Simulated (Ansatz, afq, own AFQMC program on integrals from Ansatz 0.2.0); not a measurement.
Two steps: Ansatz 0.2.0 writes the Fock matrix and Cholesky factors of the valence space, and afq projects on them the lowest state that overlaps trial and start.

```yaml
crystal:
  periodic: [false, false, false]
  atoms:
    - {symbol: Si, position_ang: [0.000867, -0.081649, -0.081082]}
    - {symbol: H, position_ang: [-0.038291, 3.605145, 3.580124]}
    - {symbol: H, position_ang: [-0.015630, -1.159281, 1.003905]}
    - {symbol: H, position_ang: [0.017364, 0.995983, -1.166069]}
    - {symbol: H, position_ang: [0.012392, -1.166756, -1.158658]}
basis:
  gaussian: {orbitals: 6-31G}
magnetization: {spin_polarized: true, initial_magnetization: 2}
correlation: {method: ccsd_t, electrons: outside_noble_gas, hamiltonian_folder: ham}
```

```sh
$ ansatz run in.yaml --threads 1 --pin off --events-out ev --progress --plain --max-ram 24576MiB --backend cuda --devices 0, --max-vram 18GiB
```

afq runs on the folder ham with

```
--method phaseless --trial cisd --walkers 4000 --populations 20 --least-time 60 --time-step 0.005 --steps-per-block 50 --equilibration-blocks 40 --max-blocks 4000 --target-error 0.00034 --factor-cut 1e-05 --start spin_pure --seed 1557 --release-times 0.24,0.51,0.99,1.62,2.4 --release-step 0.03 --release-every 3 --taylor-order 6
```

Times are imaginary, in 1/Eh. The walk had a cap of 122 s. With eight or more populations the least sampling time is a fifth of least-time, and the error comes from their spread.

afq prints:

```
orbitals 16  electrons 5 3  factors 91 of 268
reference energy -291.00001747 Eh
CCSD correlation -0.07837572 Eh in 12 cycles, weight of the determinant in the CISD state 0.9168
energy of the start -291.077530 Eh
 block  time / (1/Eh)  mean weight  energy / Eh
     1     0.250  0.9999  -291.077396
     2     0.500  1.0000  -291.077604
     3     0.750  0.9999  -291.077866
     4     1.000  0.9998  -291.078183
     5     1.250  1.0001  -291.078419
     7     1.750  0.9999  -291.078754
     9     2.250  1.0000  -291.079005
    11     2.750  1.0000  -291.079176
    15     3.750  1.0000  -291.079359
    19     4.750  1.0001  -291.079497
    23     5.750  1.0002  -291.079505
    27     6.750  1.0001  -291.079522
    31     7.750  0.9999  -291.079616
    35     8.750  1.0001  -291.079498
    39     9.750  1.0001  -291.079390
    43    10.750  1.0000  -291.079606
    47    11.750  1.0001  -291.079460
    51    12.750  1.0000  -291.079570
    55    13.750  1.0002  -291.079597
    57    14.250  1.0000  -291.079824
    59    14.750  1.0000  -291.079621
    63    15.750  1.0000  -291.079653
    67    16.750  0.9999  -291.079561
    71    17.750  1.0000  -291.079534
    75    18.750  1.0001  -291.079487
    79    19.750  1.0001  -291.079529
    83    20.750  1.0000  -291.079600
    87    21.750  1.0000  -291.079549
    89    22.250  1.0000  -291.079660
error from the spread of 20 populations
released: time / (1/Eh)  energy / Eh  error  mean overlap
  0.24  -291.079642  0.000033  0.9987
  0.51  -291.079656  0.000029  0.9987
  0.99  -291.079679  0.000020  0.9979
  1.62  -291.079676  0.000019  0.9998
  2.40  -291.079695  0.000018  1.0013
energy -291.079576 +/- 0.000036 Eh
(rows thinned)
```

The run passed its tests (sampling time, drift between the halves within three errors, error under three times the target), which doesn't prove that it has relaxed.

Against this walk (error 1.0 meV) on the same determinant: CCSD(T) 8.4 meV higher, CCSDT(Q) 3.6 meV lower, CCSDTQ 3.7 meV lower, full CI 3.8 meV lower. The error is statistical and leaves out the bias of the constraint. Released to 2.40 1/Eh the energy lies 3.3 ± 1.1 meV (both errors) below the phaseless value, which shows part or all of the bias of the constraint, and full CI lies 0.5 meV below the released value.

Cautions: constraint bias not in the error; lower spins were not checked; unrestricted determinant slightly spin contaminated (⟨S²⟩ 2.08 against 2.00).

The walk took 35 s on 1 × NVIDIA H100 80GB HBM3 with 2 threads of AMD EPYC 7R13 Processor (Zen 3) (shared host) (the card was shared). The log's last line is the phaseless energy.

CCSDT and higher add their correlation energy to the determinant of the CCSD(T) run, since their own runs factorise the integrals more tightly (a shift of under 2 meV). A walk keeps the symmetry of its determinant, which the program's search chose and which needn't be the lowest solution, so a lower state of the same spin and another symmetry isn't excluded.
